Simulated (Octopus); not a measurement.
**PN (phosphorus nitride) at SVWN5 (scalar, in the pseudopotentials, pseudodojo_pbe potentials, pseudopotentials pseudodojo_pbe, grid spacing 0.15 angstrom)**

What is the vertical ionisation energy of PN (phosphorus nitride) at SVWN5 (scalar, in the pseudopotentials, pseudodojo_pbe potentials, pseudopotentials pseudodojo_pbe, grid spacing 0.15 angstrom)? 

The results are computed with Octopus 16.4.

9 further runs of the same task are left out: 2 that didn't finish, 7 set aside as unsound or not needed.

## (1) The structure to begin with

The species is PN (2 atoms), meant as a singlet with charge 0. SMILES: `N#P`. The bond length is the measured one.

Bond lengths: N1–P2 1.491 Å.

## (2) Energy and forces at SVWN5 (scalar, in the pseudopotentials, pseudodojo_pbe potentials, pseudopotentials pseudodojo_pbe, grid spacing 0.15 angstrom)

Contents of geometry.xyz:

```xyz
2

N      0.000000     0.000000    -0.745433
P      0.000000     0.000000     0.745433
```

Command:

```bash
$ OMP_NUM_THREADS=1 octopus > gs.log
```

Output:

```text
Version                : 16.4
************************** Calculation Mode **************************
Input: [CalculationMode = gs]
Input: [SpinComponents = unpolarized]
******************************* Space ********************************
Octopus will run in 3 dimension(s).
Octopus will treat the system as periodic in 0 dimension(s).
Input: [AllElectronType = no]
Input: [PseudopotentialSet = pseudodojo_pbe]
Reading Coordinates from geometry.xyz
****************************** Species *******************************
  Species 'N'
    type             : pseudopotential
    file format      : UPF2
    valence charge   : 5.0
    atomic number    :   7
    form on file     : kleinman-bylander
    lmax             : 1
    llocal           : -1
    projectors per l : 2
    total projectors : 4
    application form : kleinman-bylander
    orbitals         :  4
    bound orbitals   :  4
  Species 'P'
    type             : pseudopotential
    file format      : UPF2
    valence charge   : 5.0
    atomic number    :  15
    form on file     : kleinman-bylander
    lmax             : 2
    llocal           : -1
    projectors per l : 2
    total projectors : 6
    application form : kleinman-bylander
    orbitals         :  4
    bound orbitals   :  4
***************************** Symmetries *****************************
Symmetry elements : (Cinf) (sigma)
Symmetry group    : Cinfv
[... 20 lines left out ...]
** Warning:
[... 74 lines left out ...]
Converged eigenvectors: 0
#  State  Eigenvalue [eV]  Occupation    Error
[... 9 lines left out ...]
Converged eigenvectors: 0
#  State  Eigenvalue [eV]  Occupation    Error
[... 48 lines left out ...]
 ediff =        9.39E-05 abs_dens =  7.66E-05 rel_dens =  7.66E-06
*********************** SCF CYCLE ITER #   17 ************************
 etot  = -4.66554004E+02 abs_ev   =  3.67E-04 rel_ev   =  3.14E-06
 ediff =        9.28E-05 abs_dens =  9.53E-05 rel_dens =  9.53E-06
*********************** SCF CYCLE ITER #   18 ************************
 etot  = -4.66555430E+02 abs_ev   =  2.86E-04 rel_ev   =  2.45E-06
 ediff =        5.24E-05 abs_dens =  4.95E-05 rel_dens =  4.95E-06
*********************** SCF CYCLE ITER #   19 ************************
 etot  = -4.66556004E+02 abs_ev   =  6.85E-05 rel_ev   =  5.86E-07
 ediff =        2.11E-05 abs_dens =  2.12E-05 rel_dens =  2.12E-06
*********************** SCF CYCLE ITER #   20 ************************
 etot  = -4.66555630E+02 abs_ev   =  8.43E-05 rel_ev   =  7.22E-07
 ediff =        1.37E-05 abs_dens =  1.11E-05 rel_dens =  1.11E-06
*********************** SCF CYCLE ITER #   21 ************************
 etot  = -4.66555673E+02 abs_ev   =  2.63E-05 rel_ev   =  2.25E-07
 ediff =        1.57E-06 abs_dens =  7.24E-07 rel_dens =  7.24E-08
Converged eigenvectors: 0
#  State  Eigenvalue [eV]  Occupation    Error
      1      -21.301784    2.000000   ( 2.7E-07)
      2      -12.387999    2.000000   ( 8.1E-08)
      3       -8.454821    2.000000   ( 5.3E-08)
      4       -8.454821    2.000000   ( 5.3E-08)
      5       -7.773283    2.000000   ( 1.8E-07)
                                                                     ^
*********************** SCF CYCLE ITER #   22 ************************
 etot  = -4.66555906E+02 abs_ev   =  5.04E-05 rel_ev   =  4.32E-07
 ediff =        8.57E-06 abs_dens =  7.47E-06 rel_dens =  7.47E-07
Converged eigenvectors: 0
#  State  Eigenvalue [eV]  Occupation    Error
      1      -21.301791    2.000000   ( 2.9E-07)
      2      -12.387999    2.000000   ( 1.8E-07)
      3       -8.454827    2.000000   ( 4.5E-07)
      4       -8.454827    2.000000   ( 4.5E-07)
      5       -7.773290    2.000000   ( 2.5E-07)
                                                                     ^
Info: SCF converged in   22 iterations
** Warning:
**   Some of the states are not fully converged!
Info: Number of matrix-vector products:       1464
Octopus emitted 2 warnings.
```

Wall time 20 s (1 thread of Arm Neoverse V1, shared host); peak memory 0.16 GiB.

## (3) The doublet cation

geometry.xyz is that of step 2.

Command:

```bash
$ OMP_NUM_THREADS=1 octopus > gs.log
```

Output:

```text
Version                : 16.4
************************** Calculation Mode **************************
Input: [CalculationMode = gs]
Input: [SpinComponents = polarized]
******************************* Space ********************************
Octopus will run in 3 dimension(s).
Octopus will treat the system as periodic in 0 dimension(s).
Input: [AllElectronType = no]
Input: [PseudopotentialSet = pseudodojo_pbe]
Reading Coordinates from geometry.xyz
****************************** Species *******************************
  Species 'N'
    type             : pseudopotential
    file format      : UPF2
    valence charge   : 5.0
    atomic number    :   7
    form on file     : kleinman-bylander
    lmax             : 1
    llocal           : -1
    projectors per l : 2
    total projectors : 4
    application form : kleinman-bylander
    orbitals         :  4
    bound orbitals   :  4
  Species 'P'
    type             : pseudopotential
    file format      : UPF2
    valence charge   : 5.0
    atomic number    :  15
    form on file     : kleinman-bylander
    lmax             : 2
    llocal           : -1
    projectors per l : 2
    total projectors : 6
    application form : kleinman-bylander
    orbitals         :  4
    bound orbitals   :  4
***************************** Symmetries *****************************
Symmetry elements : (Cinf) (sigma)
Symmetry group    : Cinfv
[... 20 lines left out ...]
** Warning:
[... 81 lines left out ...]
Converged eigenvectors: 0
#  State  Spin  Eigenvalue [eV]  Occupation    Error
[... 15 lines left out ...]
Converged eigenvectors: 0
#  State  Spin  Eigenvalue [eV]  Occupation    Error
[... 78 lines left out ...]
 ediff =        1.84E-05 abs_dens =  2.23E-05 rel_dens =  2.48E-06
*********************** SCF CYCLE ITER #   25 ************************
 etot  = -4.54675570E+02 abs_ev   =  3.73E-05 rel_ev   =  1.98E-07
 ediff =        7.58E-07 abs_dens =  5.06E-06 rel_dens =  5.62E-07
Converged eigenvectors: 2
#  State  Spin  Eigenvalue [eV]  Occupation    Error
      1    dn      -30.791396    1.000000   ( 1.5E-07)
      1    up      -29.914029    1.000000   ( 9.8E-08)
      2    dn      -21.578941    1.000000   ( 1.5E-07)
[... 6 lines of this table left out ...]
      5    up      -16.034784    0.000000   ( 1.1E-07)
                                                                  ^
Total Magnetic Moment:
 mz =  -1.000000
Local Magnetic Moments (sphere radius [A] =   0.745):
 Ion                    mz
   1         N      -0.576300
   2         P      -0.051673
*********************** SCF CYCLE ITER #   26 ************************
 etot  = -4.54675393E+02 abs_ev   =  3.65E-05 rel_ev   =  1.94E-07
 ediff =        6.48E-06 abs_dens =  6.80E-06 rel_dens =  7.55E-07
Converged eigenvectors: 0
#  State  Spin  Eigenvalue [eV]  Occupation    Error
      1    dn      -30.791389    1.000000   ( 1.3E-07)
      1    up      -29.914023    1.000000   ( 1.3E-07)
      2    dn      -21.578939    1.000000   ( 8.9E-08)
[... 6 lines of this table left out ...]
      5    up      -16.034779    0.000000   ( 1.4E-07)
                                                                  ^
Total Magnetic Moment:
 mz =  -1.000000
Local Magnetic Moments (sphere radius [A] =   0.745):
 Ion                    mz
   1         N      -0.576301
   2         P      -0.051673
Info: SCF converged in   26 iterations
** Warning:
**   Some of the states are not fully converged!
Info: Number of matrix-vector products:       3407
Octopus emitted 2 warnings.
```

It took 40 s on 1 thread of Arm Neoverse V1, shared host; peak memory 0.2 GiB.

## (4) Results

Level: SVWN5 (scalar, in the pseudopotentials, pseudodojo_pbe potentials, pseudopotentials pseudodojo_pbe, grid spacing 0.15 angstrom).

| quantity | value |
| --- | --- |
| singlet PN: total energy | -17.14561 Eh |
| singlet PN: dipole moment | 2.84 D |
| singlet PN: HOMO energy | -7.77 eV |
| singlet PN: largest force on an atom | 0.307 eV/Å |
| doublet cation: total energy | -16.70901 Eh |
| doublet cation: HOMO energy (highest over α and β) | -16.68 eV |
| doublet cation: largest force on an atom | 0.358 eV/Å |
| vertical ionisation energy (to the doublet cation) | 11.880 eV |

Removing an electron at fixed nuclei costs 11.88 eV (274 kcal/mol). The largest force (singlet PN) is 0.31 eV/Å: the shape isn't a stationary point for this species at this level. The negative HOMO energy of the first species, 7.77 eV, lies 4.11 eV below that difference.
